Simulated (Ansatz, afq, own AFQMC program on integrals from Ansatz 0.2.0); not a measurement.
GeH4, singlet: a scan with AFQMC

```xyz
5

Ge    0.0000    0.0000    0.0000
H     0.8843    0.8872    0.8860
H    -0.8879   -0.8840    0.8857
H    -0.8838    0.8845   -0.8892
H     0.8874   -0.8877   -0.8825
```

All coordinates are scaled about the centre. Energies in mEh count from this geometry (1.000) at the same level; the start stands on RHF, each point on the determinant named.

Basis cc-pVDZ. Only valence electrons are correlated. Ansatz 0.2.0 and our own AFQMC program on the same integrals; the CISD trial comes from CCSD amplitudes, and released means the phaseless constraint is let go. ± is one standard error of the sampling. No spin–orbit coupling.

Cautions, each for one point or more: cluster runs in doubt by the program's own checks; higher spins were not checked; inner d shell frozen; no relativity below Rb; no spin-orbit coupling; restricted determinant unstable towards unrestricted; strong correlation; the ph-AFQMC/CISD walk drifts between its halves.

```csv
scale of all distances,det.,T1,weight,CCSD(T),ph-AFQMC/CISD,released AFQMC,CCSDT(Q),HF,CCSD
0.869,RHF,0.008,0.93,77.5,77.9 ± 0.2,77.7 ± 0.2*,77.7,75.3,77.2
1.322,RHF,0.017,0.85,155.5,153.3 ± 0.6,154.5 ± 0.7*,154.0,182.8,158.7
1.511,RHF,0.024,0.77,271.4,271.0 ± 0.9,268.7 ± 0.8*,267.1,334.7,280.1
```

Weight is that of the determinant in the CISD state; at the start T1 is 0.009 and the weight 0.92. An asterisk marks released energies that aren't shown to be converged. Largest departures from CCSDT(Q), at the points where its series has closed: CCSD(T) 1.5 mEh at 1.322 (on RHF), ph-AFQMC/CISD -0.8 mEh at 1.322 (on RHF) (within the noise), HF 28.8 mEh at 1.322 (on RHF), CCSD 4.7 mEh at 1.322 (on RHF).

Some points may be missing: those where a free walk finds a much lower state, and past Zn most of those on another determinant than at the start.

A walk keeps the symmetry of its determinant, which the program's search chose and which needn't be the lowest solution, so a lower state of the same spin and another symmetry isn't excluded.
